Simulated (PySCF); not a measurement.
Compound: H6NSi2 (charge -1).
Bonds: Si1–N2, N2–Si3. Hydrogens: H4, H5, H6 on Si1; H7, H8, H9 on Si3.

Computed with PBE0-D3(BJ)/def2-SVP geometry optimisation, gas phase in PySCF.

Task: List the bond lengths and angles at this level.

Result: 
```json
{"bond": "Si1–N2, N2–Si3", "length (Å)": "1.652"}
{"bond": "Si1–H4 and 5 like bonds", "length (Å)": "1.529"}
```

Bonds in one row agree within 0.01 Å and their mean is given. A selection of angles:
```json
{"angle": "N2–Si1–H4", "degrees": "113.8"}
{"angle": "N2–Si1–H5", "degrees": "117.9"}
{"angle": "H4–Si1–H5", "degrees": "101.7"}
{"angle": "Si1–N2–Si3", "degrees": "144.1"}
```

Si1 (SiH3 silicon) is distorted tetrahedral (angles from 101.3° to 117.9°).

Point group: C2v (tolerance 0.08 Å). No PBE0-D3(BJ)/def2-SVP frequencies stand behind this structure, so it isn't proved a minimum. The geometry's basis has no diffuse functions, a weakness for an anion.

The run took 12 s wall on x86-64 server, one thread, no GPU, shared host. This is the geometry optimisation.
